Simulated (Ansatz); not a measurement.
Reaction (SMILES): Cl (HCl) → [Cl-] + H+
B3LYP-D3(BJ)/def2-TZVP geometries, fixed; electronic energies without zero-point terms.

Basis-set convergence of the deprotonation energy at PBE with Ansatz (an electronic-structure program). All functions are spherical. The program fits the integrals of some runs and decomposes those of others, by size. No added dispersion term, no relativity. Functions are those of the species that has most. Reference: the value in aug-cc-pV(5+d)Z, 336.15 kcal/mol, itself unsure by roughly 0.06 kcal/mol (its mean distance from aug-pcseg-3, aug-cc-pV(Q+d)Z, def2-QZVPPD). Deviations are taken from unrounded values.

| basis | functions |
|---|---|
| def2-SVPD | 35 |
| aug-pcseg-1 | 36 |
| aug-cc-pV(D+d)Z | 41 |
| def2-TZVPD | 55 |
| jun-cc-pV(T+d)Z | 62 |
| def2-TZVPPD | 68 |
| aug-pcseg-2 | 73 |
| aug-cc-pV(T+d)Z | 78 |
| def2-QZVPPD | 112 |
| aug-cc-pV(Q+d)Z | 135 |
| aug-pcseg-3 | 138 |
| aug-cc-pV(5+d)Z | 216 |

**Question.** Which is the smallest set listed that can be trusted to 1 kcal/mol here, that is, within that of the reference together with its larger relatives (same family, alike in diffuse functions; a set with none to test it counts only in the reference's own line)?

**Answer.** The smallest set listed that lies within 1 kcal/mol of the reference with all its larger relatives (same family, alike in diffuse functions; a set with none counts only in the reference's own line) is def2-TZVPD (55 functions, -0.71 kcal/mol off). Value minus reference: def2-SVPD -4.13, aug-pcseg-1 -4.48, aug-cc-pV(D+d)Z -2.29, def2-TZVPD -0.71, jun-cc-pV(T+d)Z -0.32, def2-TZVPPD -0.22, aug-pcseg-2 -0.51, aug-cc-pV(T+d)Z -0.22, def2-QZVPPD -0.06, aug-cc-pV(Q+d)Z -0.07, aug-pcseg-3 -0.05, aug-cc-pV(5+d)Z 0.00 kcal/mol.
